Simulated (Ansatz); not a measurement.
Rock-salt HfC, relaxed in Ansatz (plane waves) with several semilocal functionals. Each gives its own volume and its own zone-centre TO phonon frequency:

```
level         V0 (Å³/atom)  TO(Γ) frequency (cm⁻¹)   ln V0  ln ω_TO
------------  ------------  ----------------------  ------  -------
LDA                 11.951                   462.7  2.4808   6.1371
PBEsol              12.221                   453.7  2.5032   6.1174
r²SCAN+rVV10        12.410                   431.5  2.5185   6.0673
r²SCAN              12.492                   422.8  2.5251   6.0469
PBE                 12.577                   429.3  2.5319   6.0622
BLYP                12.976                   384.6  2.5631   5.9522
```

**Question.** Fit a straight line to ln ω_TO against ln V0. What does it predict for revPBE, whose volume is 12.738 Å³/atom?

**Answer.** With x = ln V0 and y = ln ω_TO: means 2.52043 and 6.06385; Σ(Δx Δy) = -0.008694, Σ(Δx²) = 0.003845, so the slope is -2.26. At x = 2.5446 the line gives y = 6.06385 + (-2.26) × (2.5446 − 2.52043) = 6.0092, or 407.2 cm⁻¹. The run with revPBE gives 421.1 cm⁻¹, +3.4 % from the line. The rows used scatter about it by up to 2.5 %, while the largest value lies 20 % above the smallest.

Ansatz's density-functional and Hartree–Fock values are scalar-relativistic unless marked +SOC, with PAW data made under PBE.

Ansatz is a first-principles code.
